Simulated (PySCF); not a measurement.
**Reproducing measurements on thiazole**

**The experiment to reproduce.**

NIST CCCBDB Release 22 (SRD 101), experimental dipoles lists, for the gas: dipole moment (microwave Stark effect) 1.62 D.

How close the calculation comes is told at the end.

Species: thiazole, C3H3NS.
Atom-mapped SMILES: `[cH:1]1[cH:2][s:3][cH:4][n:5]1` (hydrogens: H6 on C1; H7 on C2; H8 on C4)

Cartesian coordinates in Å at the GFN2-xTB level; atoms count from 1:
```
atom  x, y, z in Å
C1     0.5576    0.8187    0.3707
C2     1.0092   -0.4257    0.6775
S3    -0.2716   -1.5671    0.5695
C4    -1.3187   -0.2569    0.1153
N5    -0.7566    0.8914    0.0570
H6     1.1477    1.7167    0.3597
H7     1.9960   -0.7352    0.9547
H8    -2.3546   -0.4324   -0.0941
```

Runs made with PySCF (gas phase, on this GFN2-xTB geometry; no spin–orbit coupling):

```csv
level,job,basis functions
PBE0/pcSseg-1,"shieldings, ring-centre shieldings, charges and field gradients",107
CAM-B3LYP/def2-SVPD,"8 singlets by full TDDFT, 3 Tamm–Dancoff triplets, polarisability",131
```

## Comparison

**Dipole moment.** Measured: 1.62 D (NIST CCCBDB Release 22 (SRD 101), experimental dipoles).

```json
{"level": "PBE0/pcSseg-1", "computed (D)": "1.51", "computed − measured (D)": "-0.11", "% (from the printed values)": "-7"}
{"level": "CAM-B3LYP/def2-SVPD", "computed (D)": "1.57", "computed − measured (D)": "-0.05", "% (from the printed values)": "-3"}
```

Closest is CAM-B3LYP/def2-SVPD (-0.05 D), furthest PBE0/pcSseg-1 (-0.11 D); one molecule doesn't rank methods. The computed dipoles belong to one fixed geometry; measured ones are averaged over vibrations unless marked μe. Magnitudes are compared, not signs.

The geometry is computed, not the measured one. Where a level misses, the cause wasn't examined.
